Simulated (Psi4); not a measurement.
# AlH (SMILES [AlH]): TPSSh/def2-TZVPPD

Aim: the energy change on altering one bond length of AlH at TPSSh/def2-TZVPPD, from 2 runs. 

The calculation is run with Psi4 1.11.

1 further run of the same task is left out (set aside as unsound or not needed).

### 1 The system as given

AlH: 2 atoms, total charge 0, spin state singlet. As SMILES, `[AlH]`. The shape is that of a PBE0-D4/def2-TZVP optimisation.

Bond lengths: Al1–H2 1.665 Å.

### 2 Energy and gradient at TPSSh/def2-TZVPPD

alh.dat

```
memory 1.6 GB

molecule {
  0 1
  Al     0.000000     0.000000    -0.025640
  H      0.000000     0.000000     1.639110
  symmetry c1
  no_reorient
  no_com
}

set {
  basis                def2-TZVPPD
  puream               true
  e_convergence        1e-09
  d_convergence        1e-08
  scf_type             pk
  dft_radial_points    99
  dft_spherical_points 590
}

e = gradient('tpssh')
```

On the command line:

```sh
$ psi4 -n 1 alh.dat alh.out
```

alh.out:

```text
[...]
  Running in c1 symmetry.
[...]
  Nuclear repulsion =    4.132334427817991
[...]
  Multiplicity = 1
[...]
  Nalpha       = 7
  Nbeta        = 7
[...]
    Number of basis functions: 65
[...]
   @RKS iter   1:  -242.96838065276009   -3.32700e-01   3.67937e-03 DIIS/ADIIS
[...]
   @RKS iter   8:  -242.99183668799867   -2.03499e-11   5.36337e-09 DIIS
[...]
    Orbital Energies [Eh]
    ---------------------
    Doubly Occupied:
       1A    -55.918771     2A     -4.088344     3A     -2.633735
       4A     -2.633735     5A     -2.625076     6A     -0.351499
       7A     -0.198512
[...]
  @RKS Final Energy:  -242.99183668799867
   => Energetics <=
    Nuclear Repulsion Energy =              4.1323344278179910
    One-Electron Energy =                -345.6779139035645017
    Two-Electron Energy =                 115.6758294315091149
    DFT Exchange-Correlation Energy =     -17.1220866437612464
    Empirical Dispersion Energy =           0.0000000000000000
    VV10 Nonlocal Energy =                  0.0000000000000000
    Total Energy =                       -242.9918366879986706
[...]
 Multipole Moments:
 ------------------------------------------------------------------------------------
     Multipole            Electronic (a.u.)      Nuclear  (a.u.)        Total (a.u.)
 ------------------------------------------------------------------------------------
 L = 1.  Multiply by 2.5417464519 to convert [e a0] to [Debye]
 Dipole X            :         -0.0000000            0.0000000           -0.0000000
 Dipole Y            :         -0.0000000            0.0000000           -0.0000000
 Dipole Z            :         -2.4969229            2.4675855           -0.0293374
 Magnitude           :                                                    0.0293374
[...]
  -Total Gradient:
     Atom            X                  Y                   Z
    ------   -----------------  -----------------  -----------------
       1       -0.000000000064    -0.000000000014    -0.001602311583
       2        0.000000000065     0.000000000014     0.001602352937
[...]
```

It took 13 s on 1 thread of Intel Xeon Platinum 8259CL at 2.50GHz (Skylake/Cascade Lake), shared host; peak memory 0.74 GiB.

### 3 The distorted shape, same level

calc.inp

```
memory 1600 mb

molecule {
  Al
  H 1 2.4971
  units angstrom
  symmetry c1
  no_reorient
  no_com
}

set basis def2-TZVPPD
set puream true
set e_convergence 1e-09
set d_convergence 1e-08
set scf_type pk
set dft_radial_points 99
set dft_spherical_points 590

result, w = gradient('tpssh', return_wfn=True)
oeprop(w, 'QUADRUPOLE', 'WIBERG_LOWDIN_INDICES', 'MAYER_INDICES', title='TPSSH')
```

On the command line:

```sh
$ psi4 -i calc.inp -o calc.out -n 1
```

calc.out:

```text
[...]
  Running in c1 symmetry.
[...]
  Nuclear repulsion =    2.754917199435346
[...]
  Multiplicity = 1
[...]
  Nalpha       = 7
  Nbeta        = 7
[...]
    Number of basis functions: 65
[...]
   @RKS iter   1:  -242.90246710393615   -3.42704e-01   3.60739e-03 DIIS/ADIIS
[...]
   @RKS iter  10:  -242.94092935140628   -1.08002e-12   9.47123e-10 DIIS
[...]
    Orbital Energies [Eh]
    ---------------------
    Doubly Occupied:
       1A    -55.968317     2A     -4.133703     3A     -2.678078
       4A     -2.678078     5A     -2.672584     6A     -0.321372
       7A     -0.191993
[...]
  @RKS Final Energy:  -242.94092935140628
   => Energetics <=
    Nuclear Repulsion Energy =              2.7549171994353459
    One-Electron Energy =                -342.4926876539304885
    Two-Electron Energy =                 113.8301042257925104
    DFT Exchange-Correlation Energy =     -17.0332631227036551
    Empirical Dispersion Energy =           0.0000000000000000
    VV10 Nonlocal Energy =                  0.0000000000000000
    Total Energy =                       -242.9409293514062824
[...]
  -Total Gradient:
     Atom            X                  Y                   Z
    ------   -----------------  -----------------  -----------------
       1        0.000000000003    -0.000000000001    -0.038869238703
       2       -0.000000000004     0.000000000001     0.038869377699
[...]
 Multipole Moments:
 ------------------------------------------------------------------------------------
     Multipole            Electronic (a.u.)      Nuclear  (a.u.)        Total (a.u.)
 ------------------------------------------------------------------------------------
 L = 1.  Multiply by 2.5417464519 to convert [e a0] to [Debye]
 Dipole X            :          0.0000000            0.0000000            0.0000000
 Dipole Y            :         -0.0000000            0.0000000           -0.0000000
 Dipole Z            :         -3.6785502            2.3400514           -1.3384987
 Magnitude           :                                                    1.3384987
 L = 2.  Multiply by 1.3450342976 to convert [e a0^2] to [Debye ang]
 Quadrupole XX       :         -9.4983968            0.0000000           -9.4983968
 Quadrupole XY       :          0.0000000            0.0000000            0.0000000
[...]
```

Run time: 14 s. Hardware: 1 thread of Intel Xeon Platinum 8259CL at 2.50GHz (Skylake/Cascade Lake), shared host; peak memory 0.71 GiB.

### 4 Results

Level: TPSSh/def2-TZVPPD.

```
                                                          quantity          value
                                         first shape: total energy  -242.99184 Eh
                                        first shape: dipole moment         0.07 D
                                          first shape: HOMO energy       -5.40 eV
                                          first shape: LUMO energy       -2.15 eV
                                        first shape: HOMO–LUMO gap        3.25 eV
                             first shape: largest force on an atom     0.082 eV/Å
                                     distorted shape: total energy  -242.94093 Eh
                                    distorted shape: dipole moment         3.40 D
                                      distorted shape: HOMO energy       -5.22 eV
                                      distorted shape: LUMO energy       -2.65 eV
                                    distorted shape: HOMO–LUMO gap        2.57 eV
                         distorted shape: largest force on an atom     1.999 eV/Å
energy change with the Al1–H2 bond stretched from 1.665 to 2.497 Å       1.385 eV
```

One bond (distorted shape) is far stretched, which a spin-restricted single reference describes badly; a broken-symmetry solution may lie lower. With the Al1–H2 bond stretched from 1.665 to 2.497 Å the energy rises by 1.39 eV (134 kJ/mol). The first shape isn't relaxed at this level, so the change isn't measured from a minimum. A restricted reference can't describe the breaking bond well at this length.
